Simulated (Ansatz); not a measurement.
## Y₃Ir: from a trial structure to a relaxed crystal

Computed with DFT PBE, scalar-relativistic, plane waves, PAW in Ansatz 0.2.0. Cutoff 420 eV, Γ-centred k mesh, Gaussian smearing, no spin polarisation in the final step.

The start puts Y₃Ir on the Cu3Au (L1_2) structure type (Pm-3m, No. 221), with Ir in place of Au, Y in place of Cu, at a guessed volume.

```
CELL_PARAMETERS angstrom
4.75809 0.00000 0.00000
0.00000 4.75809 0.00000
0.00000 0.00000 4.75809
ATOMIC_POSITIONS crystal
Y 0.00000 0.50000 0.50000
Y 0.50000 0.00000 0.50000
Y 0.50000 0.50000 0.00000
Ir 0.00000 0.00000 0.00000
```

Cell and atoms relax at zero pressure; the relaxation can't lower the symmetry of the start. After a coarse first stage the cell is made exact in the group found at 0.06 Å.

Formation energies are uncorrected and refer to the elements' standard structures at the same level.

Problem. Which crystal results?

Solution. It keeps Pm-3m (No. 221). The result has the Cu3Au (L1_2) structure. Conventional cell: a = 4.618 Å. Y is coordinated by 4 Ir at 3.27 Å and 8 Y at 3.27 Å; Ir has 12 Y at 3.27 Å.

```xyz
4
Lattice="4.6177 0.0000 0.0000 0.0000 4.6177 0.0000 0.0000 0.0000 4.6177" Properties=species:S:1:pos:R:3 pbc="T T T"
Y     0.0000    2.3089    2.3089
Y     2.3089    0.0000    2.3089
Y     2.3089    2.3089    0.0000
Ir    0.0000    0.0000    0.0000
```

Problem. What are its volume, energy, density and gap?

Solution. The volume per atom is 24.62 Å³ and the density is 7.74 g/cm³. The energy over the elements is -0.15 eV/atom. The gap on the 10×10×10 mesh is 0 eV (a metal).

The final run used a 10×10×10 mesh on its 4-atom cell and 0.10 eV smearing. For metals, differences of a few meV/atom aren't resolved. Spin–orbit coupling is left out. Symmetry constrained the relaxation, so the result can be a saddle point.

Cost: 3 runs of about 0.71 core-minutes in all, on Arm Neoverse V2 (shared hosts).